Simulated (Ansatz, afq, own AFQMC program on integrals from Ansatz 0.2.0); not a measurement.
AFQMC on a folder of integrals that Ansatz 0.2.0 wrote.

```yaml
crystal:
  periodic: [false, false, false]
  atoms:
    - {symbol: Si, position_ang: [0.000000, 0.000000, -0.019717]}
    - {symbol: N, position_ang: [0.000000, 0.000000, -1.447717]}
    - {symbol: H, position_ang: [0.000000, 0.000000, 1.467435]}
basis:
  gaussian: {orbitals: cc-pVDZ}
magnetization: {spin_polarized: true, initial_magnetization: 0}
correlation: {method: ccsd_t, electrons: outside_noble_gas, hamiltonian_folder: ham}
```

```sh
$ ansatz run in.yaml --threads 1 --pin off --events-out ev --progress --plain --max-ram 1382MiB
```

afq runs on the folder ham with

```
--method phaseless --trial hf --walkers 200 --populations 1 --least-time 40 --time-step 0.005 --steps-per-block 20 --equilibration-blocks 112 --max-blocks 600 --target-error 0.00114 --factor-cut 1e-05 --start spin_pure --seed 6694 --taylor-order 6
```

Times are imaginary, in 1/Eh. The walk had a cap of 512 s.

Output of the walk:

```
orbitals 31  electrons 5 5  factors 229 of 363
reference energy -343.78271855 Eh
CCSD correlation -0.28332492 Eh in 12 cycles, weight of the determinant in the CISD state 0.8495
energy of the start -343.782719 Eh
 block  time / (1/Eh)  mean weight  energy / Eh
     1     0.100  1.0009  -343.844950
     2     0.200  1.0025  -343.896997
     3     0.300  1.0024  -343.921757
     4     0.400  1.0022  -343.953172
     5     0.500  1.0025  -343.975741
     8     0.800  1.0010  -344.039051
    18     1.800  0.9996  -344.032300
    69     6.900  0.9999  -344.081067
   120    12.000  1.0009  -344.131587
   171    17.100  0.9996  -344.043682
   222    22.200  0.9997  -344.062654
   273    27.300  0.9979  -344.062964
   290    29.000  1.0017  -344.150988
   324    32.400  0.9987  -344.113389
   375    37.500  1.0007  -344.133221
   426    42.600  1.0017  -344.079636
   477    47.700  1.0008  -344.096052
   528    52.800  0.9990  -344.101111
   579    57.900  0.9994  -344.068053
   630    63.000  0.9996  -344.083021
   681    68.100  1.0001  -344.058641
blocks merged  error / Eh  count
     1  0.001109  572
     2  0.001443  286
     4  0.001790  143
     8  0.002094  71
    16  0.002432  35
    32  0.002693  17
    64  0.002950  8
energy -344.087788 +/- 0.002693 Eh
(rows thinned)
```

The run passed its tests (sampling time, drift between the halves within three errors, error under three times the target), which doesn't prove that it has relaxed, ending at its cap on processor time. The second half of the sampling lies above the first by 1.8 errors of their difference, so the energy may still be moving and its error bar be too small.

Against this walk (error 73.3 meV) on the same determinant: CCSD(T) 152.2 meV higher, CCSDT(Q) 71.2 meV higher (within the noise). The error is statistical and leaves out the bias of the constraint. None of these is a sure reference here.

Cautions: constraint bias not in the error; error above the target (73.3 against 31.0 meV); higher spins were not checked; an unrestricted solution with more broken spin lies lower (102 meV, ⟨S²⟩ 0.45), while this determinant keeps restricted orbitals; raised T1 diagnostic (T1 0.032, weight of the determinant 0.85, largest double 0.10).

The walk took 8.5 min on 1 thread of Arm Neoverse N1 (shared host). The log's last line is the phaseless energy.

CCSDT and higher add their correlation energy to the determinant of the CCSD(T) run, since their own runs factorise the integrals more tightly (a shift of under 2 meV). A walk keeps the symmetry of its determinant, which the program's search chose and which needn't be the lowest solution, so a lower state of the same spin and another symmetry isn't excluded.
